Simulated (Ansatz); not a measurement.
What does this script print? It uses Ansatz's Python interface.

`c3h3_scan.py`:
```python
"""Stretching a bond of C3H3, the rest held rigid."""

import ansatz as az
import numpy as np


def main() -> None:
    mol = (
        az.Crystal.molecule()
        .atom("C", (0.0705, 1.021, -0.6742))
        .atom("C", (0.8086, 0.0119, 0.0628))
        .atom("C", (-0.5871, -0.0331, -0.0293))
        .atom("H", (1.7462, -0.4001, 0.4192))
        .atom("H", (-0.9483, -0.8399, -0.6996))
        .atom("H", (-1.0899, 0.2401, 0.9211))
    )

    symbols = [site.symbol for site in mol.cartesian_sites]
    start = np.array([site.position_ang for site in mol.cartesian_sites])
    axis = (start[4] - start[2]) / np.linalg.norm(start[4] - start[2])
    moving = [4]
    lengths, energies = [0.976, 1.021, 1.065, 1.109, 1.154, 1.198, 1.242, 1.309], []
    for length in lengths:
        xyz = start.copy()
        xyz[moving] += (length - np.linalg.norm(start[4] - start[2])) * axis
        point = az.Crystal.molecule()
        for symbol, place in zip(symbols, xyz):
            point = point.atom(symbol, place.tolist())
        calc = point.calculation()
        calc = calc.basis(gaussian="def2-SVP")
        calc = calc.functional("PBE0")
        calc = calc.spin("collinear", total=1)
        r = calc.run(threads=1, pin="off").report
        energies.append(r["free_energy_ev"])
        print(f"r = {length:6.3f} A  E = {energies[-1]:.5f} eV  <S^2> = {abs(r['mean_field']['state']['spin_squared']):.3f}")

    # quartic fit about the minimum
    fit = np.polynomial.Polynomial.fit(lengths, np.array(energies) - min(energies), 4).convert()
    roots = [r.real for r in fit.deriv().roots() if abs(r.imag) < 1e-9 and fit.deriv(2)(r.real) > 0]
    r_e = min(roots, key=lambda r: abs(r - lengths[int(np.argmin(energies))]))
    print(f"minimum of the fit at {r_e:.4f} A, force constant {fit.deriv(2)(r_e):.2f} eV/A^2")


if __name__ == "__main__":
    main()
```

```console
$ python c3h3_scan.py
r =  0.976 A  E = -3146.71542 eV  <S^2> = 0.838
r =  1.021 A  E = -3146.93135 eV  <S^2> = 0.838
r =  1.065 A  E = -3147.04103 eV  <S^2> = 0.838
r =  1.109 A  E = -3147.07513 eV  <S^2> = 0.876
r =  1.154 A  E = -3147.05334 eV  <S^2> = 0.835
r =  1.198 A  E = -3146.98848 eV  <S^2> = 0.831
r =  1.242 A  E = -3146.88993 eV  <S^2> = 0.828
r =  1.309 A  E = -3146.69538 eV  <S^2> = 0.823
minimum of the fit at 1.1118 A, force constant 28.68 eV/A^2
```

Total energies depend on the basis set; only differences at equal settings carry meaning. The rest of the molecule is held rigid at a force-field or estimated start geometry, and the basis set is modest; single-reference methods fail as a bond breaks. The run takes the species as open-shell (spin multiplicity 2), which needn't be its ground state. The expectation value of S² is noticeably off S(S+1) in at least one run, so that state is spin-contaminated. Wall time of the script: 35 s on 1 thread of Arm Neoverse V2, with other jobs on the host, peak memory 0.22 GiB.
